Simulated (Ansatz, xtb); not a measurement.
**Two conformers of H2N2S**

Structure a: `[H]/N=N/S`, a singlet. Structure b: `[H]/N=N/S`, a singlet. Both are isolated molecules in the gas phase, relaxed with PBE0-D3(BJ)/def2-SVP.

a (Å):

```
atom    x (Å)    y (Å)    z (Å)
   N   0.2547   0.5492   1.3409
   N   0.8351  -0.1751   0.5346
   S  -0.2492  -1.0960  -0.4742
   H   0.7698  -1.6840  -1.1338
   H   1.0016   1.0323   1.8686
```

b (Å):

```xyz
5

N    -2.1172    0.1321    0.1232
N    -1.6013    1.1208   -0.3998
S    -2.0669    1.4670   -2.0111
H    -1.7247    0.0796    1.0790
H    -2.9357    0.4333   -2.1923
```

Energies in hartree; the thermal terms are from PBE0-D3(BJ)/def2-SVP harmonic frequencies (ideal gas, rigid rotor, one conformer each, 298.15 K, 1 atm) and include the zero-point energy:

|  | a | b |
| --- | --- | --- |
| E, CCSD(T)/def2-TZVPP | −508.208237 | −508.208373 |
| zero-point energy | 0.028674 | 0.028493 |
| H(298 K) − E | 0.033283 | 0.033018 |
| G(298 K) − E | 0.003323 | 0.003217 |

Q: Work out ΔE, ΔE₀, ΔH and ΔG for a → b in kJ/mol (1 Eh = 2625.50 kJ/mol) and the equilibrium ratio [b]/[a].

A: 1. ΔE = −508.208373 − (−508.208237) = −0.000136 Eh = −0.36 kJ/mol.
2. ΔE₀ = ΔE + ΔZPE = −0.000136 + (−0.000181) Eh = −0.83 kJ/mol.
3. ΔH = ΔE + (−0.000265) Eh = −1.05 kJ/mol.
4. ΔG = ΔE + (−0.000106) Eh = −0.64 kJ/mol, so ΔS = (ΔH − ΔG)/T = −1.4 J/(mol K).
5. kT = 0.9442 mEh, so K = [b]/[a] = exp(−ΔG/kT) = exp(+0.26) ≈ 1.3.

The two are too close for this level to say which is favoured. An error of 4 kJ/mol in ΔG would change K by a factor of 5. Mirror images and further conformers aren't counted.

Other levels gave ΔE = −2.1 (PBE0-D3(BJ)/def2-SVP); −0.5 (HF/def2-TZVPP); −1.2 (MP2/def2-TZVPP) kJ/mol. The correlated steps freeze 7 core orbitals. Programs: Ansatz 0.2.0.
